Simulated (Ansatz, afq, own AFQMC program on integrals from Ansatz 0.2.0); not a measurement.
# SiH4, singlet: a scan with AFQMC

```xyz
5

Si    0.0000    0.0000    0.0000
H     0.8558    0.8587    0.8568
H    -0.8596   -0.8544    0.8574
H    -0.8547    0.8555   -0.8611
H     0.8584   -0.8599   -0.8531
```

The Si1–H5 distance is changed with both sides rigid. Energies in kJ/mol count from this geometry (1.485 Å) at the same level; the start stands on RHF, each point on the determinant named.

Basis 6-31G. Noble-gas cores (and the filled d shells of Ga–Kr and In–Xe) are frozen. Ansatz 0.2.0 and our own AFQMC program on the same integrals; the CISD trial comes from CCSD amplitudes, and released means the phaseless constraint is let go. Uncertainties: one standard error, sampling alone.

Cautions, each for one point or more: cluster runs in doubt by the program's own checks; higher spins were not checked; restricted determinant unstable towards unrestricted; strong correlation; the next higher spin lies close.

```
r(Si1–H5) / Å  det.     T1  weight    MP2     HF  CCSD(T)
        1.165   RHF  0.008    0.95  164.3  158.8    167.9
        1.821   RHF  0.009    0.93   54.3   62.7     46.2
        2.370   RHF  0.018    0.88  221.6  248.5    187.9
        3.345   RHF  0.051    0.68  429.0  516.0    310.1
        4.963   RHF  0.070    0.50  447.1  731.5    315.5
```

Question: Estimate the curve of full CI, counted from the same start.

Answer: 
```json
{"r(Si1–H5) / Å": "1.165", "det.": "RHF", "T1": "0.008", "weight": "0.95", "FCI": "168.1", "ph-AFQMC/CISD": "168.2 ± 0.09", "released AFQMC": "168.1 ± 0.05", "CCSDT(Q)": "168.1"}
{"r(Si1–H5) / Å": "1.821", "det.": "RHF", "T1": "0.009", "weight": "0.93", "FCI": "46.0", "ph-AFQMC/CISD": "46.2 ± 0.1", "released AFQMC": "46.0 ± 0.07", "CCSDT(Q)": "46.0"}
{"r(Si1–H5) / Å": "2.370", "det.": "RHF", "T1": "0.018", "weight": "0.88", "FCI": "186.9", "ph-AFQMC/CISD": "187.9 ± 0.1", "released AFQMC": "–", "CCSDT(Q)": "186.9"}
{"r(Si1–H5) / Å": "3.345", "det.": "RHF", "T1": "0.051", "weight": "0.68", "FCI": "311.7", "ph-AFQMC/CISD": "315.7 ± 0.5", "released AFQMC": "–", "CCSDT(Q)": "311.7"}
{"r(Si1–H5) / Å": "4.963", "det.": "RHF", "T1": "0.070", "weight": "0.50", "FCI": "330.7", "ph-AFQMC/CISD": "331.9 ± 0.7", "released AFQMC": "332.2 ± 0.7", "CCSDT(Q)": "330.5"}
```

Weight is that of the determinant in the CISD state; at the start T1 is 0.008 and the weight 0.94. Symmetry can't show for every point that it stays on the start's state. A dash marks a missing value, a released energy that hasn't settled or a functional that sits on another state. Largest departures from full CI: CCSD(T) -15.1 kJ/mol at 4.963 (on RHF), ph-AFQMC/CISD 3.9 kJ/mol at 3.345 (on RHF), released AFQMC 1.5 kJ/mol at 4.963 (on RHF), CCSDT(Q) -0.1 kJ/mol at 4.963 (on RHF), MP2 117.2 kJ/mol at 3.345 (on RHF), HF 400.8 kJ/mol at 4.963 (on RHF).

CCSDT and higher add their correlation energy to the determinant of the CCSD(T) run, since their own runs factorise the integrals more tightly (a shift of under 2 meV). A walk keeps the symmetry of its determinant, which the program's search chose and which needn't be the lowest solution, so a lower state of the same spin and another symmetry isn't excluded. Released energies are given only where the last usable release times agree within the noise; a slower fall can still hide under it.
